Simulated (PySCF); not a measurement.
## A search over the determinants of Mg₂

Unrestricted PBE0; PySCF, no relativity, basis sets Mg 3-21G. Outer shells of the fragments: Mg 3s2; Mg 3s2.

Followed along the bond (rough minima from three points):

```
2Ms+1  unpaired  ⟨S²⟩ at the start  R at minimum (Å)  Te (eV)
    1      none               0.00              3.69     0.00
    3  σ ↑, π ↑               2.02              2.77     1.41
    3      σ ↑↑               2.00              3.01     1.50
    1  σ ↑, π ↓               1.03              2.76     1.70
```

Solutions found at the starting distance of 2.710 Å, counted from the lowest of them; the search is not exhaustive and high or unbound solutions are not listed, so other states can lie among these:

```
2Ms+1  unpaired   term  E (eV)  ⟨S²⟩  ⟨Lz²⟩
    1      none    ¹Σ⁺    0.00  0.00   0.00
    3  σ ↑, π ↑     ³Π    1.02  2.02   1.00
    3      σ ↑↑    ³Σ⁺    1.25  2.00   0.00
    1  σ ↑, π ↓  mixed    1.31  1.03   1.00
    3      π ↑↑    ³Σ⁻    2.98  2.00   0.00
    1      π ↑↓  mixed    3.15  1.00   2.00
    1      none  mixed    3.56  0.00   2.00
    3      π ↑↑  mixed    4.49  2.00   2.00
```

A term symbol is given only where ⟨S²⟩ and ⟨Lz²⟩ are close to those of a pure state; real π, δ and φ orbitals otherwise mix terms, and g/u labels are left off.

Compare the gap between the two lowest followed solutions at the starting distance with the gap between their minima.

At PBE0 the second solution (triplet, unpaired electrons σ ↑, π ↑) lies +1.02 eV from the first (singlet, closed shell) at 2.710 Å and +1.41 eV at the minima; the two curves relax by different amounts, since their minima lie near 2.77 and 3.69 Å.

Counting both spins, an empty level lies below a filled one in some of these solutions, because spin and occupation are held. 3-21G is very small, so such numbers show the basis as much as the molecule.
